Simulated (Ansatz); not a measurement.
The same path of AlH5OSi (8 atoms, charge 0, multiplicity 1) was run twice with different band settings. The coordinate that changes most is the dihedral H5–Si2–Al3–H7.

Method: RKS LDA/def2-SVP (Ansatz 0.2.0).

Relaxed end points:

```xyz
8
Properties=species:S:1:pos:R:3
O -1.712 0.067 -0.678
Si -0.208 0.680 -0.270
Al 1.086 -1.142 0.698
H -2.338 0.695 -1.082
H 0.504 1.271 -1.477
H -0.319 1.845 0.702
H 2.588 -0.851 1.189
H 0.491 -2.623 0.862
```

```xyz
8
Properties=species:S:1:pos:R:3
O -1.704 0.197 -0.196
Si -0.116 0.697 -0.421
Al 1.079 -1.128 0.688
H -2.401 0.772 -0.559
H 0.214 0.857 -1.894
H 0.130 2.066 0.186
H 1.388 -1.070 2.263
H 1.503 -2.448 -0.123
```

Common settings: movable images 7; climbing image yes; spring 5.0 eV/Å²; optimiser quadratic models (default); start path through a guess of the saddle point; force threshold 0.05 eV/Å; end points relaxed.

| run | iteration limit |
| --- | --- |
| 1 | 60 |
| 2 | 6 |

Q: What does each run give, and how far can it be trusted?

A: Run 1: converged after 10 iterations, highest image 0.037 eV above the first end. The highest image is an end point: on this band no image between the ends rises above it.
Run 2: not converged after 6 iterations, highest image 0.037 eV above the first end. The band didn't meet its force threshold, so its energies are provisional: the largest band force was still 0.07 eV/Å, and over the last iterations the top stayed at 0.04 eV.
